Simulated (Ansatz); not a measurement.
# SiH+ (triplet): from Hartree-Fock to the top rungs at distance Si1–H2 = 1.267 Å, cc-pVQZ

Aim: climb from Hartree-Fock through coupled cluster for SiH+ (triplet) at one geometry and basis, and see what each rung misses.

Method: cc-pVQZ, core rule «outside noble gas», up to 5 orbitals frozen; program: Ansatz 0.2.0, Gaussian basis.

Plan: UHF; CCSD(T) on ROHF; CCSD(T) on UHF; BCCD(T) on ROHF; CCSDT(Q) on ROHF; CCSDT(Q) on UHF; Full CI.

17 further runs of the same task are left out: 2 for a known fault of the program, 12 that didn't finish, 3 set aside as unsound or not needed.

### Step 1. What is computed

The geometry derives from a PBE0/def2-TZVP stationary point (not a proven minimum). One bond is set to the value named and the two fragments are kept rigid.

2 atoms, charge 1, spin multiplicity 3.

Atoms are counted from 1 here; the program's logs count them from 0.

Bond lengths: Si1–H2 1.267 Å.

### Step 2. UHF

Input file in.yaml:

```yaml
crystal:
  periodic: [false, false, false]
  atoms:
    - {symbol: Si, position_ang: [0.000000, 0.000000, 0.000000]}
    - {symbol: H, position_ang: [0.000000, 0.000000, 1.267000]}
basis:
  gaussian: {orbitals: cc-pVQZ}
total_charge: 1
magnetization: {spin_polarized: true, initial_magnetization: 2}
hamiltonian: {xc: hf}
output: {orbitals: {seedname: orbitals}}
```

Started as:

```
$ ansatz run in.yaml --threads 1 --pin off --events-out ev --progress --plain --max-ram 2393MiB
```

The runs that follow: CCSD(T) on ROHF; CCSD(T) on UHF; BCCD(T) on ROHF; CCSDT(Q) on ROHF; CCSDT(Q) on UHF; Full CI.

Q: Predict the results of all the runs planned. Wanted: FCI below the RHF energy; RMP2 from FCI; UMP2 from FCI; RCCSD from FCI; RCCSD(T) from FCI; UCCSD(T) from FCI; RCCSDT(Q) from FCI; UCCSDT(Q) from FCI; T1 diagnostic.

**Answer**, as computed:

| quantity | value |
| --- | --- |
| FCI below the RHF energy | -1.8829 eV |
| RMP2 from FCI | +459.3 meV |
| UMP2 from FCI | +443.9 meV |
| RCCSD from FCI | +60.8 meV |
| RCCSD(T) from FCI | +14.4 meV |
| UCCSD(T) from FCI | +12.1 meV |
| RCCSDT(Q) from FCI | +0.1 meV |
| UCCSDT(Q) from FCI | -2.0 meV |
| levels within 1 kcal/mol (43 meV) | RCCSD(T), UCCSD(T), BCCD(T), RCCSDT, UCCSDT, RCCSDT(Q), UCCSDT(Q) |
| T1 diagnostic | 0.033 |
| effectively unpaired electrons | 2.02 |

In words: RCCSD(T) misses by +14.4 meV, 0.8 % of the correlation energy. UCCSDT(Q) falls below full CI: unrestricted runs freeze a spin-polarised core, another one than full CI's, and coupled cluster isn't variational. One determinant dominates. These misses are within one basis, not against nature; the frozen cores of restricted and unrestricted runs differ, which can shift their rows.
